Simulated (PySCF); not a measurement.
Structure problem from calculated spectra and properties.

Elements present: C, H, N and O. Monoisotopic mass: 85.0164 u.

| Item | Value |
| --- | --- |
| Valence photoelectron | vertical ionisation energy: 11.17 eV [ΔSCF B3LYP/def2-SVPD] |
| XPS | C1s 292.8, C1s 293.2, C1s 296.0, N1s 405.5, O1s 538.8, O1s 541.0 eV [ΔSCF SCAN, pcX-2 on the ionised atom, pcseg-1 elsewhere, spin-free X2C] |
| Couplings | largest of the computed one-bond spin–spin couplings (means over like bonds): 13C–1H +141.8 (×2), 17O–1H -76.7, 13C–13C +72.6, 13C–13C +64.1, 17O–13C +32.1, 17O–13C +27.4, 15N–13C -19.4 Hz [B3LYP/pcJ-1] |
| UV, first state | lowest singlet excitation: 5.87 eV (211 nm, f = 0.000) [TDDFT B3LYP/def2-SVPD] |
| Triplet | lowest triplet excitation (Tamm–Dancoff): 5.40 eV [TDA B3LYP/def2-SVPD] |
| 13C NMR | chemical shifts (computed TMS as zero) by class: 175.9 (1 C), 122.1 (1 C), 23.8 (1 C) ppm [GIAO CAM-B3LYP/pcSseg-2] |
| Polarisability | 47.1 au [B3LYP/def2-SVPD] |
| Rotational structure | rotational constants A, B, C: 9.922, 2.345, 1.923 GHz [PBE0-D3(BJ)/def2-SVP] |

Gas-phase values; electronic properties from PySCF, density fitting. Levels stand in brackets. Isolated species at its PBE0-D3(BJ)/def2-SVP geometry (one conformer only). NMR values are class means; diastereotopic atoms form classes of their own.

Task: Which formula fits the mass and the elements?

Result: C3H3NO2 (calculated 85.0164). No other formula that holds each of these elements comes within 0.0003 u with a fitting electron parity and a possible valence count.

Task: What is the compound? Reason from the data.

Result: Numbering: `[N:1]#[C:2][CH2:3][C:4](=[O:5])[OH:6]`. Its formula, C3H3NO2, gives 3 degrees of unsaturation: 0 rings and 3 π bonds in the structure found. 3 carbons fall into 3 classes; from least to most shielded: carboxylic acid carbon [C4] (175.9 ppm), nitrile carbon [C2] (122.1 ppm), sp3 carbon next to a carbonyl [C3] (23.8 ppm). The couplings run between: +141.8 Hz, sp3 carbon next to a carbonyl [C3] and its hydrogen (with 1 like pair); -76.7 Hz, acid hydroxyl oxygen [O6] and its hydrogen; +72.6 Hz, nitrile carbon [C2] and sp3 carbon next to a carbonyl [C3]; +64.1 Hz, sp3 carbon next to a carbonyl [C3] and carboxylic acid carbon [C4]; +32.1 Hz, acid hydroxyl oxygen [O6] and carboxylic acid carbon [C4]; +27.4 Hz, acid carbonyl oxygen [O5] and carboxylic acid carbon [C4]; -19.4 Hz, nitrile nitrogen [N1] and nitrile carbon [C2]. The core levels belong to: C1s 292.8 eV, nitrile carbon [C2]; C1s 293.2 eV, sp3 carbon next to a carbonyl [C3]; C1s 296.0 eV, carboxylic acid carbon [C4]; N1s 405.5 eV, nitrile nitrogen [N1]; O1s 538.8 eV, acid carbonyl oxygen [O5]; O1s 541.0 eV, acid hydroxyl oxygen [O6]. The hole state at 292.8 eV has ⟨S²⟩ = 0.82 against 0.75, so that value is less sure. S1 is mainly HOMO→LUMO (weight 0.95); the largest Löwdin shares of the orbital it empties are 0.58 on the acid carbonyl oxygen, 0.10 on the acid hydroxyl oxygen, 0.10 on the nitrile nitrogen and 0.08 on the carboxylic acid carbon, of the orbital it fills 0.38 on the carboxylic acid carbon, 0.27 on the acid carbonyl oxygen, 0.15 on the acid hydroxyl oxygen and 0.10 on the sp3 carbon next to a carbonyl. By its constants the optimised geometry is an asymmetric top. Structure: `N#CCC(=O)O` (cyanoacetic acid). Computed isomers that give other values at the same levels: `O=CO[C@@H]1C=N1` (rotational constant A: 8.248 GHz; this holds for the one conformer computed); `N#CCOC=O` (13C chemical shifts (computed TMS as zero) by class: 169.4 (1 C), 124.1 (1 C), 46.0 (1 C) ppm). The assignments are read from this structure; whether some other isomer fits the data as well wasn't checked.

Shape of the structure used: `[N:1]#[C:2][CH2:3][C:4](=[O:5])[OH:6]`: C2–C3–C4–O5 173°, H–O6–C4–C3 -179°.
